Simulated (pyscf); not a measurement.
Single points on ωB97X-D3(BJ)/def2-SVP structures (PySCF, gas phase).

### Question
Estimate by transition-state theory the rate constant of [HN–Zr(NH₂)(Cl)–Cl]• + hydrogen (H₂) → H₂N–Zr(NH₂)(Cl)–Cl + H atom (H•) (doublet surface; H–H broken, H–N formed) at 298 K, with ωB97M-D3(BJ)/def2-TZVP energies (ideal gas, 1 atm, RRHO with modes under 100 cm⁻¹ raised to 100, one conformer, R ln 2 for rigid chiral ones; no tunnelling).

### Answer
The electronic barrier is 7.9 kcal/mol and the thermal terms add +6.5, so ΔG‡ = 14.5 kcal/mol. With k_BT/h = 6.21e+12 s⁻¹ and RT = 0.592 kcal/mol, and a volume of 4.06e-20 cm³ per molecule at 1 atm, k = 6.1e-18 cm³ molecule⁻¹ s⁻¹. Wigner's tunnelling factor for 1197i cm⁻¹ would be 2.39, likely too low at so high a frequency. A shift of 1 kcal/mol in the barrier changes k by a factor 5.4. One saddle was located; it need not be the lowest between these sides. The angle at the transferred H is 174°. Open-shell species with a d-block atom are single-reference here; other states, and whether the spin sits on metal or ligand, were not checked. Elements past Kr carry the def2 core potentials, without spin-orbit coupling.
